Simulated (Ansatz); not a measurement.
Consider the formal hydrolysis of a C–F bond: `O=CC(F)S` + H₂O → `O=CC(O)S` + H–F.

Isolated molecules relaxed with PBE0-D4/def2-TZVP in Ansatz; ΔE leaves out vibrations. CCSD(T)/CBS is the MP2 limit (def2-TZVPP, def2-QZVPP) plus CCSD(T) − MP2 in def2-TZVPP, frozen cores. This one scheme is used for every species. Functionals use def2-TZVPP. One conformer a species, not always the lowest.

```
           level  ΔE (kJ/mol)  difference from CCSD(T)/CBS
       r2SCAN-D4        -26.7                         -0.2
      r2SCANh-D4        -27.1                         -0.6
      r2SCAN0-D4        -27.9                         -1.4
        BHLYP-D4        -22.4                          4.1
       CAM-B3LYP        -18.5                          8.0
CCSD(T)/def2-SVP        -28.2                         -1.7
 CCSD/def2-TZVPP        -24.4                          2.1
  MP2/def2-QZVPP        -32.0                         -5.5
    HF/CBS(def2)        -14.9                         11.6
   MP2/CBS(def2)        -31.9                         -5.4
     CCSD(T)/CBS        -26.5                            0
```

Task: What do rigid-rotor, harmonic-oscillator terms from PBE0-D4/def2-TZVP frequencies (298.15 K, 1 bar) make of the CCSD(T)/CBS value? (Best estimate.)

Result: The calculation gave: ΔZPE = +2.9 kJ/mol, ΔH = -24.8 kJ/mol, ΔS = -19 J/(mol·K), ΔG = -19.0 kJ/mol.

Largest T1 diagnostic among the species: 0.015.

In def2-TZVPP, CCSD(T) changes the Hartree–Fock value by −11.7 kJ/mol (the triples alone add −2.5 kJ/mol) and MP2 by −17.1 kJ/mol. Leaving LDA and LC-ωPBE aside and taking each functional with its dispersion term where it has one, the values, not all of them listed here, spread over 10.6 kJ/mol, from revPBE-D4 to ωB97X-V. LDA lies −10.2 kJ/mol from PBE without D4.
